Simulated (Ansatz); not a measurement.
Run this with Ansatz 0.2.0 through its Python package and show what comes out.

`ch4n2.py`
```python
'''Interaction energy of two CH4N2 molecules, with the counterpoise correction.'''

import ansatz as az

BASIS = 'def2-SVP'
XC = 'pbe'

FIRST = [
    ('N', (-0.8862, -0.858, -0.5529)),
    ('C', (-0.218, 0.185, -0.2154)),
    ('N', (0.94, 0.0446, 0.3957)),
    ('H', (-1.7111, -0.4672, -1.0343)),
    ('H', (-0.5065, 1.2281, -0.4161)),
    ('H', (1.2303, 0.7704, 1.0804)),
    ('H', (1.1518, -0.9031, 0.7424)),
]
SECOND = [
    ('N', (-0.1083, 5.9098, -1.0052)),
    ('C', (0.3876, 4.9015, -1.6263)),
    ('N', (0.1587, 3.6852, -1.1766)),
    ('H', (0.1891, 6.7136, -1.58)),
    ('H', (0.9847, 4.9435, -2.55)),
    ('H', (0.8883, 2.9589, -1.3182)),
    ('H', (-0.2498, 3.6262, -0.2317)),
]

def energy(atoms, ghosts=()):
    molecule = az.Crystal.molecule()
    for symbol, xyz in atoms:
        molecule = molecule.atom(symbol, xyz)
    calc = molecule.calculation().basis(gaussian=BASIS).functional(XC)
    deck = calc.input()
    if ghosts:
        deck = deck.set(az.key.basis.gaussian.ghost_atoms, [{'symbol': s, 'position_ang': list(xyz)} for s, xyz in ghosts])
    return az.Session.from_dict(deck).plan().execute().report['free_energy_ev']

# monomers in their own basis and in the basis of the dimer
both = energy(FIRST + SECOND)
alone = energy(FIRST) + energy(SECOND)
ghosted = energy(FIRST, SECOND) + energy(SECOND, FIRST)
print(f'dimer {both:.6f} eV')
print(f'interaction, uncorrected   {23.060548 * (both - alone):8.3f} kcal/mol')
print(f'interaction, counterpoise  {23.060548 * (both - ghosted):8.3f} kcal/mol')
print(f'basis-set superposition    {23.060548 * (alone - ghosted):8.3f} kcal/mol')
```

```console
$ python ch4n2.py
dimer -8147.487008 eV
interaction, uncorrected     -0.689 kcal/mol
interaction, counterpoise     0.380 kcal/mol
basis-set superposition       1.069 kcal/mol
```

Uncorrected it is -0.689 kcal/mol, with the counterpoise correction 0.380 kcal/mol; the difference, 1.07 kcal/mol, is the superposition error. The sign changes with the correction, so this basis doesn't settle it.

Notes:
- Total energies depend on the basis set; only differences at equal settings carry meaning.
- The dimer is a generated trial pose of unrelaxed monomers, not a minimum, so the figure is no binding energy, and the basis set is small.
- This level lacks the dispersion part of the attraction (electrostatics and induction are there), which can decide the sign where the interaction is weak.
- Hardware and time: 8.6 s on 1 thread of Arm Neoverse V2, on a shared host, peak memory 0.21 GiB.

(Lines on the test bed's own set-up are left out of the output.)
